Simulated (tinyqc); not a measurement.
MP2 on RHF in the sto-6g basis, for BH3, spin multiplicity 1, step by step. One step of it, computed by the program tinyqc.

Problem. Second-order Moller-Plesset energy. E2 = sum_ijab (ia|jb) [2 (ia|jb) - (ib|ja)] / (e_i + e_j - e_a - e_b) over occupied i, j and virtual a, b; the opposite-spin part is (ia|jb)^2 / denominator, the rest is same-spin, and SCS-MP2 scales them by 6/5 and 1/3.

orbital energies (hartree): MO1 -7.524924, MO2 -0.665665, MO3 -0.464200, MO4 -0.464194, MO5 0.234697, MO6 0.680400, MO7 0.738032, MO8 0.738060

Two-electron integrals over orbitals (pq|rs), unique and non-zero (hartree):
```
(11|11) 2.898650    (21|11) -0.251843   (21|21) 0.034777    (22|11) 0.603190
(22|21) -0.008609   (22|22) 0.442101    (31|11) 0.000043    (31|21) -4.38e-06
(31|22) 0.000007    (31|31) 0.007573    (32|11) 0.000005    (32|21) 3.63e-06
(32|22) 0.000057    (32|31) 0.012773    (32|32) 0.121134    (33|11) 0.544718
(33|21) -0.003350   (33|22) 0.438340    (33|31) 0.004048    (33|32) 0.063569
(33|33) 0.491793    (41|41) 0.007573    (42|41) 0.012771    (42|42) 0.121090
(43|41) -0.004054   (43|42) -0.063609   (43|43) 0.049371    (44|11) 0.544689
(44|21) -0.003351   (44|22) 0.438279    (44|31) -0.004050   (44|32) -0.063593
(44|33) 0.393161    (44|44) 0.491818    (51|11) -0.008804   (51|21) 0.001118
(51|22) -0.000725   (51|31) -2.41e-07   (51|32) -2.23e-08   (51|33) -0.000353
(51|44) -0.000353   (51|51) 0.022217    (52|11) 0.004534    (52|21) -0.000374
(52|22) -0.000852   (52|31) 4.58e-08    (52|32) -7.41e-08   (52|33) -0.000571
(52|44) -0.000571   (52|51) 0.020964    (52|52) 0.068818    (53|11) -1.93e-06
(53|21) 1.16e-07    (53|22) -4.66e-07   (53|31) 0.000135    (53|32) -0.000833
(53|33) -0.000841   (53|44) 0.000841    (53|51) -3.82e-06   (53|52) -0.000009
(53|53) 0.017753    (54|41) 0.000135    (54|42) -0.000833   (54|43) 0.000842
(54|54) 0.017751    (55|11) 0.742973    (55|21) -0.009361   (55|22) 0.462247
(55|31) 1.46e-06    (55|32) 4.42e-06    (55|33) 0.434079    (55|44) 0.434062
(55|51) 0.001140    (55|52) 0.005814    (55|53) -1.84e-06   (55|55) 0.587194
(61|11) -0.291469   (61|21) 0.041457    (61|22) -0.009353   (61|31) -0.000038
(61|32) -0.000044   (61|33) -0.003417   (61|44) -0.003392   (61|51) 0.000670
(61|52) -0.001003   (61|53) -4.01e-07   (61|55) -0.007691   (61|61) 0.049635
(62|11) 0.224448    (62|21) -0.010254   (62|22) 0.042742    (62|31) -0.000016
(62|32) -2.94e-06   (62|33) 0.022181    (62|44) 0.022072    (62|51) -0.000975
(62|52) -0.000302   (62|53) -3.42e-06   (62|55) 0.108625    (62|61) -0.010814
(62|62) 0.071450    (63|11) -0.000529   (63|21) 0.000015    (63|22) -0.000138
(63|31) 0.003436    (63|32) -0.042654   (63|33) -0.040358   (63|44) 0.040218
(63|51) 8.03e-08    (63|52) -0.000006   (63|53) 0.000980    (63|55) -0.000258
(63|61) -9.85e-07   (63|62) -0.000275   (63|63) 0.058864    (64|41) 0.003421
(64|42) -0.042888   (64|43) 0.040419    (64|54) 0.000984    (64|64) 0.059153
(65|11) -0.003945   (65|21) -0.000182   (65|22) -0.002307   (65|31) -1.10e-06
(65|32) -0.000008   (65|33) -0.001044   (65|44) -0.001037   (65|51) 0.023636
(65|52) 0.065507    (65|53) -0.000051   (65|55) 0.000625    (65|61) -0.000944
(65|62) -0.003710   (65|63) 0.000006    (65|65) 0.068491    (66|11) 0.635978
(66|21) -0.012864   (66|22) 0.439964    (66|31) -0.000059   (66|32) -0.000505
(66|33) 0.438677    (66|44) 0.439212    (66|51) -0.002058   (66|52) -0.004141
(66|53) 0.000006    (66|55) 0.462214    (66|61) -0.013741   (66|62) 0.030062
(66|63) 0.000137    (66|65) -0.005287   (66|66) 0.458373    (71|41) 0.013351
(71|42) 0.019359    (71|43) -0.005274   (71|54) 0.000263    (71|64) 0.006268
(71|71) 0.023786    (72|41) 0.007652    (72|42) -0.003552   (72|43) 0.024889
(72|54) 0.001396    (72|64) 0.046021    (72|71) 0.012905    (72|72) 0.048836
(73|41) 0.003230    (73|42) 0.051432    (73|43) -0.023772   (73|54) -0.000719
(73|64) -0.030273   (73|71) 0.005305    (73|72) -0.009724   (73|73) 0.036157
(74|11) 0.203984    (74|21) -0.005294   (74|22) 0.046285    (74|31) 0.003232
(74|32) 0.051434    (74|33) 0.053321    (74|44) 0.005818    (74|51) 0.000039
(74|52) 0.002408    (74|53) -0.000719   (74|55) 0.097474    (74|61) -0.005016
(74|62) 0.068150    (74|63) -0.030288   (74|65) -0.000843   (74|66) 0.028645
(74|74) 0.105207    (75|41) 0.000472    (75|42) 0.003216    (75|43) -0.001539
(75|54) 0.016245    (75|64) -0.001188   (75|71) 0.000783    (75|72) 0.000426
(75|73) 0.001368    (75|75) 0.020153    (76|41) 0.013134    (76|42) 0.108854
(76|43) -0.057767   (76|54) -0.001088   (76|64) -0.045448   (76|71) 0.020813
(76|72) -0.008926   (76|73) 0.052815    (76|75) 0.002852    (76|76) 0.111280
(77|11) 0.683746    (77|21) -0.009439   (77|22) 0.457510    (77|31) 0.000784
(77|32) -0.028561   (77|33) 0.423369    (77|44) 0.489228    (77|51) -0.000243
(77|52) 0.000911    (77|53) 0.000895    (77|55) 0.477203    (77|61) -0.009288
(77|62) 0.046672    (77|63) 0.036730    (77|65) -0.000592   (77|66) 0.466609
(77|74) 0.043101    (77|77) 0.528260    (81|11) -0.000697   (81|21) 0.000102
(81|22) -0.000013   (81|31) 0.013351    (81|32) 0.019361    (81|33) 0.005256
(81|44) -0.005277   (81|51) 1.61e-06    (81|52) -2.32e-06   (81|53) 0.000263
(81|55) -0.000018   (81|61) 0.000064    (81|62) -0.000055   (81|63) 0.006293
(81|65) -4.05e-06   (81|66) -0.000130   (81|74) 0.005295    (81|77) 0.002308
(81|81) 0.023786    (82|11) 0.000570    (82|21) -0.000024   (82|22) 0.000109
(82|31) 0.007650    (82|32) -0.003585   (82|33) -0.024842   (82|44) 0.024958
(82|51) -2.27e-06   (82|52) 7.78e-08    (82|53) 0.001396    (82|55) 0.000274
(82|61) -0.000057   (82|62) 0.000073    (82|63) 0.045986    (82|65) -0.000010
(82|66) 0.000119    (82|74) -0.009557   (82|77) 0.031064    (82|81) 0.012901
(82|82) 0.048843    (83|11) 0.203965    (83|21) -0.005295   (83|22) 0.046231
(83|31) -0.003226   (83|32) -0.051547   (83|33) 0.005737    (83|44) 0.053415
(83|51) 0.000039    (83|52) 0.002408    (83|53) 0.000720    (83|55) 0.097461
(83|61) -0.004992   (83|62) 0.068113    (83|63) 0.030052    (83|65) -0.000837
(83|66) 0.029134    (83|74) 0.036768    (83|77) 0.065463    (83|81) -0.005309
(83|82) 0.010000    (83|83) 0.105347    (84|41) 0.003241    (84|42) 0.051333
(84|43) -0.023674   (84|54) -0.000717   (84|64) -0.030134   (84|71) 0.005323
(84|72) -0.009607   (84|73) 0.032149    (84|75) 0.001366    (84|76) 0.052709
(84|84) 0.036011    (85|11) -0.000009   (85|21) -3.42e-07   (85|22) -3.97e-06
(85|31) 0.000472    (85|32) 0.003216    (85|33) 0.001534    (85|44) -0.001540
(85|51) 0.000057    (85|52) 0.000160    (85|53) 0.016245    (85|55) 2.10e-06
(85|61) -4.08e-06   (85|62) -0.000010   (85|63) -0.001181   (85|65) 0.000116
(85|66) -0.000026   (85|74) 0.001366    (85|77) -0.000513   (85|81) 0.000783
(85|82) 0.000425    (85|83) -0.001373   (85|85) 0.020152    (86|11) -0.000086
(86|21) -0.000006   (86|22) 0.000012    (86|31) 0.013138    (86|32) 0.108735
(86|33) 0.057516    (86|44) -0.057618   (86|51) -4.32e-06   (86|52) -0.000012
(86|53) -0.001084   (86|55) -0.000023   (86|61) -0.000060   (86|62) -0.000025
(86|63) -0.045018   (86|65) -0.000018   (86|66) -0.000533   (86|74) 0.052700
(86|77) -0.029384   (86|81) 0.020822    (86|82) -0.008802   (86|83) -0.052928
(86|85) 0.002849    (86|86) 0.110994    (87|41) 0.000814    (87|42) -0.028301
(87|43) 0.032810    (87|54) 0.000893    (87|64) 0.036818    (87|71) 0.002379
(87|72) 0.030917    (87|73) -0.011027   (87|75) -0.000505   (87|76) -0.029231
(87|84) -0.010935   (87|87) 0.034261    (88|11) 0.683745    (88|21) -0.009439
(88|22) 0.457534    (88|31) -0.000719   (88|32) 0.029091    (88|33) 0.489504
(88|44) 0.423075    (88|51) -0.000243   (88|52) 0.000911    (88|53) -0.000901
(88|55) 0.477207    (88|61) -0.009277   (88|62) 0.046806    (88|63) -0.037229
(88|65) -0.000594   (88|66) 0.466329    (88|74) 0.065645    (88|77) 0.459322
(88|81) -0.002254   (88|82) -0.030870   (88|83) 0.042758    (88|85) 0.000524
(88|86) 0.029799    (88|88) 0.528546
```

Hartree-Fock energy = -26.32766949 hartree

Give: Terms; Pair energies; MP2 correlation energy; SCS-MP2 correlation energy; MP2 total energy.

Solution.

Terms (the 40 largest of 136):

| i | j | a | b | (ia\|jb) | (ib\|ja) | denominator | term |
|---|---|---|---|---|---|---|---|
| 3 | 3 | 8 | 8 | 0.105 | 0.105 | -2.405 | -4.62e-03 |
| 4 | 4 | 7 | 7 | 0.105 | 0.105 | -2.404 | -4.60e-03 |
| 2 | 2 | 5 | 5 | 0.069 | 0.069 | -1.801 | -2.63e-03 |
| 4 | 2 | 7 | 6 | 0.068 | 0.046 | -2.548 | -2.41e-03 |
| 2 | 4 | 6 | 7 | 0.068 | 0.046 | -2.548 | -2.41e-03 |
| 3 | 2 | 8 | 6 | 0.068 | 0.046 | -2.548 | -2.41e-03 |
| 2 | 3 | 6 | 8 | 0.068 | 0.046 | -2.548 | -2.41e-03 |
| 2 | 2 | 6 | 6 | 0.071 | 0.071 | -2.692 | -1.90e-03 |
| 4 | 4 | 6 | 6 | 0.059 | 0.059 | -2.289 | -1.53e-03 |
| 3 | 3 | 6 | 6 | 0.059 | 0.059 | -2.289 | -1.51e-03 |
| 2 | 2 | 8 | 8 | 0.049 | 0.049 | -2.807 | -8.50e-04 |
| 2 | 2 | 7 | 7 | 0.049 | 0.049 | -2.807 | -8.50e-04 |
| 4 | 3 | 7 | 8 | 0.037 | 0.032 | -2.404 | -6.33e-04 |
| 3 | 4 | 8 | 7 | 0.037 | 0.032 | -2.404 | -6.33e-04 |
| 3 | 3 | 7 | 7 | 0.036 | 0.036 | -2.404 | -5.44e-04 |
| 4 | 4 | 8 | 8 | 0.036 | 0.036 | -2.405 | -5.39e-04 |
| 2 | 4 | 7 | 6 | 0.046 | 0.068 | -2.548 | -4.31e-04 |
| 4 | 2 | 6 | 7 | 0.046 | 0.068 | -2.548 | -4.31e-04 |
| 2 | 3 | 8 | 6 | 0.046 | 0.068 | -2.548 | -4.31e-04 |
| 3 | 2 | 6 | 8 | 0.046 | 0.068 | -2.548 | -4.31e-04 |
| 4 | 3 | 7 | 6 | -0.030 | -0.030 | -2.347 | -3.91e-04 |
| 3 | 4 | 6 | 7 | -0.030 | -0.030 | -2.347 | -3.91e-04 |
| 3 | 4 | 7 | 6 | -0.030 | -0.030 | -2.347 | -3.90e-04 |
| 4 | 3 | 6 | 7 | -0.030 | -0.030 | -2.347 | -3.90e-04 |
| 4 | 4 | 8 | 6 | -0.030 | -0.030 | -2.347 | -3.87e-04 |
| 4 | 4 | 6 | 8 | -0.030 | -0.030 | -2.347 | -3.87e-04 |
| 3 | 3 | 8 | 6 | 0.030 | 0.030 | -2.347 | -3.85e-04 |
| 3 | 3 | 6 | 8 | 0.030 | 0.030 | -2.347 | -3.85e-04 |
| 3 | 4 | 7 | 8 | 0.032 | 0.037 | -2.404 | -3.68e-04 |
| 4 | 3 | 8 | 7 | 0.032 | 0.037 | -2.404 | -3.68e-04 |
| 3 | 3 | 5 | 5 | 0.018 | 0.018 | -1.398 | -2.25e-04 |
| 4 | 4 | 5 | 5 | 0.018 | 0.018 | -1.398 | -2.25e-04 |
| 1 | 1 | 6 | 6 | 0.050 | 0.050 | -16.411 | -1.50e-04 |
| 1 | 2 | 5 | 5 | 0.021 | 0.021 | -8.660 | -5.08e-05 |
| 2 | 1 | 5 | 5 | 0.021 | 0.021 | -8.660 | -5.08e-05 |
| 3 | 2 | 8 | 8 | 0.010 | 0.010 | -2.606 | -3.84e-05 |
| 2 | 3 | 8 | 8 | 0.010 | 0.010 | -2.606 | -3.84e-05 |
| 2 | 3 | 7 | 7 | -0.010 | -0.010 | -2.606 | -3.63e-05 |
| 3 | 2 | 7 | 7 | -0.010 | -0.010 | -2.606 | -3.63e-05 |
| 2 | 4 | 7 | 8 | -0.010 | -0.010 | -2.606 | -3.56e-05 |

Pair energies (hartree; pair i-j sums ij and ji):

| pair | opposite spin | same spin |
|---|---|---|
| 1-1 | -2.50e-04 | 0 |
| 2-1 | -1.95e-04 | -1.63e-10 |
| 2-2 | -0.006 | 0 |
| 3-1 | -2.56e-05 | -2.71e-05 |
| 3-2 | -0.005 | -3.85e-04 |
| 3-3 | -0.008 | 0 |
| 4-1 | -2.56e-05 | -2.71e-05 |
| 4-2 | -0.005 | -3.85e-04 |
| 4-3 | -3.55e-03 | -1.77e-05 |
| 4-4 | -0.008 | 0 |

MP2 correlation energy = -0.03737 hartree

SCS-MP2 correlation energy = -0.04411 hartree

MP2 total energy = -26.36504 hartree
